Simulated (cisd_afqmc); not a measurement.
Input (AFQMC/CISD/cc-pVQZ; cisd_afqmc is a phaseless AFQMC code with CISD trial states that reads the integrals written by Ansatz):

Ansatz 0.2 input:
```python
import cisd_afqmc

open("ham.yaml", "w").write("""\
crystal:
  periodic: [false, false, false]
  atoms:
    - {symbol: C, position_ang: [0.00053452, 0.00126565, 0.33943617]}
    - {symbol: H, position_ang: [0.00225136, 0.00533085, 1.42969220]}
    - {symbol: F, position_ang: [0.00598628, 1.25541479, -0.13307438]}
    - {symbol: F, position_ang: [1.08434551, -0.63379114, -0.12772827]}
    - {symbol: F, position_ang: [-1.09093829, -0.62305973, -0.12434282]}
basis:
  gaussian:
    orbitals: cc-pVQZ
magnetization: {spin_polarized: false}
correlation: {method: ccsd, electrons: outside_noble_gas, hamiltonian_folder: ham}
""")
rep = cisd_afqmc.ansatz("ham.yaml")
e_ccsd = rep["correlation"]["coupled_cluster"]["energy"]["hartree"]
out = cisd_afqmc.run("ham", e_ccsd, trial="CISD", walkers=2000, populations=1, threads=12, dt=0.005, steps=40, early=24, settle=10, least=100,
    cut=5e-5, rank_cut=2e-4, target=0.0004, seconds=1500, seed=4, memory=62639, gpu=True)
```

Output:

```
orbitals 246, occupied [13], factors 1283 of 1546, rank of the doubles 1000 of 3029
E(HF) = -336.932583
E(CCSD) on the cut factors = -337.926713, shift to the whole factors 0.000001
Energy of the trial state on the determinant = -337.926788
  tau behind 7.2 of longer steps, mean of the populations' last blocks
   2.0  -337.95986
   4.0  -337.96210
   6.0  -337.96089
   8.0  -337.96185
  10.0  -337.96257
  12.0  -337.96192
  14.0  -337.96138
  16.0  -337.96341
  18.0  -337.96299
  20.0  -337.96016
  22.0  -337.96164
blocks 104 (0 outliers left out), error by blocks joined: 1: 0.00026, 2: 0.00030, 4: 0.00033, 8: 0.00038
E(AFQMC/CISD) = -337.96194 +/- 0.00038
```
